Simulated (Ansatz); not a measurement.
Two isomers of C4H5Cl: A = `C=CC(=C)Cl`, B = `ClC1=CCC1`.

Program: Ansatz. Geometries: PBE0-D4/def2-TZVP. ΔE: electronic, gas phase. CCSD(T)/CBS is the MP2 limit (def2-TZVPP, def2-QZVPP) plus CCSD(T) − MP2 in def2-TZVPP, frozen cores. DFT in def2-TZVPP. B3LYP here is the variant with VWN-RPA as its local correlation; programs differ in this. One conformer a species, not always the lowest.

Question: Which is lower in electronic energy at CCSD(T)/CBS, and by how much? (An estimate is asked.)

Answer: Ansatz gave: A, by 36.7 kJ/mol.

Question: Give E(B) − E(A) in kJ/mol with B3LYP-D4, r2SCAN-D4, CCSD(T)/def2-TZVPP, ωB97M-V, CCSD/def2-TZVPP, PBE0-D4, B2PLYP. (Best estimate.)

Answer: Ansatz gave: B3LYP-D4 48.4, r2SCAN-D4 36.4, CCSD(T)/def2-TZVPP 35.5, ωB97M-V 29.8, CCSD/def2-TZVPP 33.8, PBE0-D4 20.3, B2PLYP 41.7. None reverses the order clearly.

Largest T1 diagnostic: 0.011.

In def2-TZVPP, CCSD(T) changes the Hartree–Fock value by −12.4 kJ/mol (the triples alone add +1.7 kJ/mol) and MP2 by −21.6 kJ/mol. From PBE to PBE0 (25 % exact exchange), in def2-TZVPP and without D4, E(B) − E(A) moves by −7.6 kJ/mol.
